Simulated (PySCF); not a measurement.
First SCF of a structure search on singlet H₂S, at a hand-made linear geometry. PySCF input:

```python
from pyscf import gto, scf, dft
mol = gto.M(atom='''
S      0.000000     0.000000     0.000000
H      0.000000     0.000000     1.350000
H      0.000000     0.000000    -1.350000''',
    basis={'S': 'def2-TZVP', 'H': 'def2-TZVP'},
    charge=0, spin=0)
mf = dft.RKS(mol, xc='PBE0')
mf.grids.atom_grid = (50, 194)
aux = {'S': 'def2-universal-JKFIT', 'H': 'def2-universal-JKFIT'}
mf = mf.density_fit(auxbasis=aux)
mf.conv_tol = 1e-08
mf.diis_space = 10
mf.max_cycle = 60
mf.init_guess = 'minao'
mf.verbose = 4
mf.kernel()
```

Excerpt of the output (cycles and frontier levels):

```
init E= -399.155127618071
  HOMO = -0.299052814218391  LUMO = -0.131586945906189  gap/eV = 4.55698
cycle= 1 E= -399.128706578317  delta_E= 0.0264  |g|= 0.245  |ddm|= 1.08
  HOMO = -0.22529475443334  LUMO = -0.0979778658625285  gap/eV = 3.46447
cycle= 2 E= -399.137262189998  delta_E= -0.00856  |g|= 0.216  |ddm|= 0.482
  HOMO = -0.271507000382496  LUMO = -0.114359798487286  gap/eV = 4.27619
cycle= 3 E= -399.149110767245  delta_E= -0.0118  |g|= 0.0206  |ddm|= 0.213
  HOMO = -0.270628719301486  LUMO = -0.110644431753528  gap/eV = 4.35339
cycle= 4 E= -399.149146348171  delta_E= -3.56e-05  |g|= 0.000762  |ddm|= 0.00758
  HOMO = -0.270370945373755  LUMO = -0.11026562691638  gap/eV = 4.35669
cycle= 5 E= -399.149146507348  delta_E= -1.59e-07  |g|= 0.000127  |ddm|= 0.000939
  HOMO = -0.270407846764712  LUMO = -0.110302226024352  gap/eV = 4.35670
cycle= 6 E= -399.149146512305  delta_E= -4.96e-09  |g|= 8.46e-06  |ddm|= 0.000158
  HOMO = -0.270403410935708  LUMO = -0.110297768213794  gap/eV = 4.35670
Extra cycle  E= -399.149146512317  delta_E= -1.11e-11  |g|= 6.09e-06  |ddm|= 1.37e-05
converged SCF energy = -399.149146512317
```

No lower solution of this spin was found from smeared starts or by a stability analysis within the restricted form, which does not test spin polarisation.

The search for the lowest solution, 3 starts and the stability check together, took 2.6 s on 2 threads of a shared Arm Neoverse N1 host, with 49 basis functions; the process peaked at 0.26 GiB. Launch command: `OMP_NUM_THREADS=2 python axn.py task.json out`.
